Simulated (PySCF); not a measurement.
Isomers of C2H5NO. Isolated molecules, 0 K electronic values unless said otherwise. One relaxed conformer stands for each flexible species; it need not be the lowest. Strings in code marks are SMILES.

These are PBE-D3(BJ)/def2-TZVP // B3LYP-D3(BJ)/def2-TZVP in PySCF 2.14.0 values and carry that method's errors. All candidates: neutral, multiplicity 1. Excitations are Tamm–Dancoff values on a coarser integration grid. The basis has no diffuse functions, so Rydberg states are missing or too high.

```
Quantity               Value
-------------------  -------
HOMO–LUMO gap        4.96 eV
S1 excitation (TDA)  5.02 eV
T1 excitation (TDA)  4.40 eV
```

### Question
Say which member has these values.
A. `C=C(N)O`
B. `CC(N)=O`
C. `CNC=O` (C–N–C–O torsion 0°)
D. `C1NCO1`

### Answer
A, `C=C(N)O`. The others give `CC(N)=O`: 5.30 eV, 5.51 eV, 4.97 eV; `CNC=O` (C–N–C–O torsion 0°): 5.42 eV, 5.63 eV, 5.08 eV; `C1NCO1`: 5.35 eV, 5.49 eV, 5.17 eV
